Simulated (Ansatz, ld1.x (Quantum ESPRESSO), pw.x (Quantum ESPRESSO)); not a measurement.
**From atom to crystal: PAW potential for Tc (Z = 43)**

* Element: technetium (Tc)
* Generator: ld1.x (Quantum ESPRESSO) 7.5
* Type: PAW
* Functional: PBEsol
* Relativity: scalar-relativistic
* Frozen core: [Ar] 3d10
* Valence charge: 15
* Reference configuration: 4s2 4p6 4d5 5s2 5p0
* Partial waves: 4s (bound): rcut 1.35, rcutus 1.50 bohr; 5s (bound): rcut 1.35, rcutus 1.50 bohr; 4p (bound): rcut 1.90, rcutus 2.05 bohr; 5p (bound, empty): rcut 1.90, rcutus 2.05 bohr; 4d (bound): rcut 1.85, rcutus 2.50 bohr; 4d channel at 1.35 Ry: rcut 1.85, rcutus 2.50 bohr
* Local potential: all-electron potential smoothed inside 1.95 bohr (lloc = -2)
* Core correction: a·sin(br)/r model core inside 1.25 bohr
* Augmentation charge: BESSEL, radius 1.35 bohr

Atomic tests: cutoffs needed: 25 Ry and 45 Ry (the cutoffs (Ry, on a coarse ladder) from which the occupation-weighted sum of valence levels, in a spherical-Bessel basis at the reference potential, stays within 10 and 1 mRy of its value at 400 Ry); ghost test: no extra level below or beside the all-electron valence levels (s, p, d, f tested) (spherical-Bessel basis up to 400 Ry, 20 bohr box); largest excitation error: +19 meV (all-electron minus pseudo) for 4s2 4p6 4d4 5s0 5p0, out of 7 test configurations.

Crystal test: fcc Tc in pw.x 7.5, no spin, 15³ k-points, Fermi–Dirac smearing 0.01 Ry, cutoffs 55/440 Ry. The reference is all-electron LAPW (Ansatz 0.2.0) with the same functional, mesh and smearing; V0 and B0 come from Birch–Murnaghan fits to the pressures at five volumes. Errors are pseudo minus all-electron; Δ is the rms difference of the E(V) curves that follow from these fits, minima aligned, over ±6 % about the mean V0. Mesh and smearing are coarse, so the numbers serve the comparison and aren't converged zero-temperature values; the lattice is a test structure that the element need not adopt.

| V (Å³/atom) | P all-electron (GPa) | P pseudo (GPa) |
| --- | --- | --- |
| 13.392 | 18.14 | 20.11 |
| 13.745 | 8.27 | 9.99 |
| 14.097 | -0.35 | 1.16 |
| 14.449 | -7.86 | -6.52 |
| 14.802 | -14.40 | -13.21 |

All-electron: a0 = 3.833 Å (V0 = 14.08 Å³/atom), B0 = 322.9 GPa.

Pseudopotential: mean pressure error (GPa): +1.54; a0 (Å): 3.839; a0 error (%): +0.15; B0 error (%): +0.3; Δ (meV/atom): 4.7.

At the middle volume, how do free energy and pressure move when the wave cutoff is lowered (ecutrho held at 440 Ry)?

```json
{"cutoff (Ry)": "25", "shift of F (meV/atom)": "+566.2", "shift of P (GPa)": "-21.16"}
{"cutoff (Ry)": "33", "shift of F (meV/atom)": "+75.2", "shift of P (GPa)": "-1.27"}
{"cutoff (Ry)": "44", "shift of F (meV/atom)": "+20.6", "shift of P (GPa)": "-0.64"}
```

The run at the middle volume (120 k-points, 13 iterations) took about 16 s on one core of a shared host (Intel(R) Xeon(R) 6975P-C, 192 threads, 378 GiB, load 81).
